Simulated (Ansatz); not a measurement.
Geometry optimisation, UKS PBE/cc-pVDZ in Ansatz.

The input (input.yaml):

```yaml
crystal:
  periodic: [false, false, false]
  atoms:
    - { symbol: Al, position_ang: [0.0, 0.0, 0.0] }
    - { symbol: F, position_ang: [0.0, 0.0, 1.94] }
    - { symbol: H, position_ang: [1.351, 0.0, -0.78] }
    - { symbol: H, position_ang: [-1.351, 0.0, -0.78] }
    - { symbol: F, position_ang: [0.0, 0.0, 3.38] }
magnetization:
  spin_polarized: true
  initial_magnetization: 1
basis:
  gaussian: { orbitals: cc-pVDZ }
hamiltonian:
  xc: pbe
relax:
  f_tol: 0.15
  max_steps: 25
  restrain:
    - { distance: [1, 4], at: 1.14, k: 30.0 }
    - { distance: [0, 1], at: 2.89, k: 30.0 }
output:
  orbitals: {}
```

Launched with:

```bash
$ ansatz run input.yaml --threads 1 --pin off --max-ram 2048MiB --backend cpu --events-out ev --progress --plain --runs-dir out
```

Task: Where does it end, and by what steps?

Result: It converged. The restraints hold the end off the free minimum. After 5 steps the energy has risen by 1.632 eV (the restraints' own energy left out); F2 moved furthest, 0.58 Å. The start is strongly strained (largest force component 13 eV/Å), so its close contacts needn't be bonds. Parted: Al1–F2 (1.94 → 2.88 Å).

```csv
step,energy less start (eV),largest force component (eV/Å),accepted
0,0.0000,12.544,yes
1,0.7935,10.522,yes
2,1.8821,9.405,yes
3,1.6675,7.150,yes
4,1.5816,6.299,yes
5,1.6325,6.772,yes
```

```xyz
5
Properties=species:S:1:pos:R:3
Al 0.000 0.000 -0.363
F 0.000 0.000 2.515
H 1.428 0.000 -1.131
H -1.428 0.000 -1.131
F 0.000 0.000 3.869
```

Run time: 16 s on 1 thread of Arm Neoverse V2 (shared host), peak memory 0.12 GiB.
